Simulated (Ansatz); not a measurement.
# C3H5NO: up Jacob's ladder to CCSD(T)

How much do the methods differ for C3H5NO? The plan is to run it at one geometry with functionals of several rungs and with coupled cluster, and see how far each lands from CCSD(T) at the basis-set limit for the atomisation energy.

Computed with Ansatz 0.2.0, Gaussian basis. Level: functionals in def2-TZVPP, the program's frozen cores in correlated methods.

Levels to be run: LDA (SPW92), PBE-D4, revPBE-D4, BLYP-D4, r2SCAN-D4, B97M-V, PBE0-D4, B3LYP-D4, r2SCANh-D4, r2SCAN0-D4, HSE06-D4, BHLYP-D4, CAM-B3LYP-D4, LC-ωPBE, ωB97X-V, ωB97M-V, B2PLYP, PBE-QIDH; CCSD(T)/def2-SVP; CCSD(T)/def2-TZVPP; MP2/def2-QZVPP; extrapolation to the limit; RPA on PBE.

## (1) The relaxed structure

The geometry comes from an earlier relaxation with PBE0-D4 in a triple-zeta def2 set; it is a stationary point, not always the lowest conformer.

SMILES `NC1=COC1`, 10 atoms, charge 0, spin multiplicity 1.

Atoms are counted from 1 here; the program's logs count them from 0.

Bond lengths: N1–C2 1.384 Å, N1–H6 1.011 Å, N1–H7 1.010 Å, C2–C3 1.336 Å, C2–C5 1.502 Å, C3–O4 1.400 Å, C3–H8 1.081 Å, O4–C5 1.453 Å, C5–H9 1.093 Å, C5–H10 1.092 Å. Angles: C2–N1–H6 113.5°, C2–N1–H7 113.1°, H6–N1–H7 109.9°, N1–C2–C3 140.0°, N1–C2–C5 132.2°, C3–C2–C5 87.2°, C2–C3–O4 97.7°, C2–C3–H8 140.6°, O4–C3–H8 121.6°, C3–O4–C5 86.8°, C2–C5–O4 88.4°, C2–C5–H9 117.9°, C2–C5–H10 115.7°, O4–C5–H9 111.0°, O4–C5–H10 110.8°, H9–C5–H10 111.0°.

## (2) LDA

This LDA is Slater exchange with PW92 correlation.

in.yaml

```yaml
crystal:
  periodic: [false, false, false]
  atoms:
    - {symbol: N, position_ang: [-1.232226, 0.185556, -1.053665]}
    - {symbol: C, position_ang: [-0.215125, -0.102271, -0.160652]}
    - {symbol: C, position_ang: [0.397429, -1.155416, 0.386556]}
    - {symbol: O, position_ang: [1.435358, -0.460306, 1.018353]}
    - {symbol: C, position_ang: [0.860910, 0.748262, 0.452008]}
    - {symbol: H, position_ang: [-1.844147, 0.927742, -0.743193]}
    - {symbol: H, position_ang: [-1.777349, -0.625348, -1.307474]}
    - {symbol: H, position_ang: [0.332423, -2.233404, 0.424042]}
    - {symbol: H, position_ang: [0.572237, 1.449851, 1.238634]}
    - {symbol: H, position_ang: [1.553789, 1.214135, -0.251709]}
basis:
  gaussian: {orbitals: def2-TZVPP}
hamiltonian: {xc: lda}
output: {orbitals: {seedname: orbitals}}
```

Command:

```console
ansatz run in.yaml --threads 2 --pin off --events-out ev --progress --plain --max-ram 4352MiB
```

Further steps of the session: PBE-D4 (GGA); revPBE-D4 (GGA); BLYP-D4 (GGA); r2SCAN-D4 (meta-GGA); B97M-V (meta-GGA); B3LYP-D4 (hybrid); r2SCANh-D4 (hybrid); r2SCAN0-D4 (hybrid); HSE06-D4 (hybrid); BHLYP-D4 (hybrid); CAM-B3LYP-D4 (range-separated); LC-ωPBE (range-separated); ωB97X-V (range-separated); ωB97M-V (range-separated); B2PLYP (double hybrid); PBE-QIDH (double hybrid); CCSD(T) in def2-SVP; CCSD(T) in def2-TZVPP; MP2 in def2-QZVPP; RPA on PBE orbitals.

**Question.** What will the summary of the whole plan be? Wanted: atomisation energy, CCSD(T)/CBS; farthest beyond LDA; mean size of error, GGA; mean size of error, meta-GGA; mean size of error, hybrid; mean size of error, range-separated; mean size of error, double hybrid; gap, smallest and largest; T1 diagnostic.

**Answer**, as computed:

| quantity | value |
| --- | --- |
| atomisation energy, CCSD(T)/CBS | 966.0 kcal/mol |
| functionals within 4.8 kcal/mol (0.5 %) | B97M-V, B3LYP-D4, r2SCANh-D4, PBE-QIDH |
| farthest beyond LDA | PBE-D4 (+43.9 kcal/mol) |
| mean size of error, GGA | 22.4 kcal/mol |
| mean size of error, meta-GGA | 3.9 kcal/mol |
| mean size of error, hybrid | 15.6 kcal/mol |
| mean size of error, range-separated | 6.9 kcal/mol |
| mean size of error, double hybrid | 4.4 kcal/mol |
| gap, smallest and largest | 4.07 eV (BLYP-D4), 11.08 eV (LC-ωPBE) |
| T1 diagnostic | 0.0128 |
| triples share of the correlation energy | 4.3 % |

What this shows: The LDA atomisation energy is off by 179.1 kcal/mol (19 %): it overbinds. PBE-D4 misses by +43.9 kcal/mol. Double hybrids carry the basis error of their MP2 part in triple zeta, and no dispersion term here, so their miss is partly the set-up's. The rungs meta-GGA, double hybrid miss on average by less than the doubt on the reference (4.8 kcal/mol), so they tie; GGA functionals have the largest mean beyond LDA (22.4 kcal/mol). Misses under about 4.8 kcal/mol are within the doubt on the reference itself, which lacks core-valence correlation, relativity and higher excitations. Hartree-Fock recovers 68 % of the binding; the rest is correlation. CCSD(T) in def2-SVP is off by -51.5 kcal/mol, worse than the median functional, from the basis alone. Orbital gaps span 4.1 to 11.1 eV; exact exchange widens them.
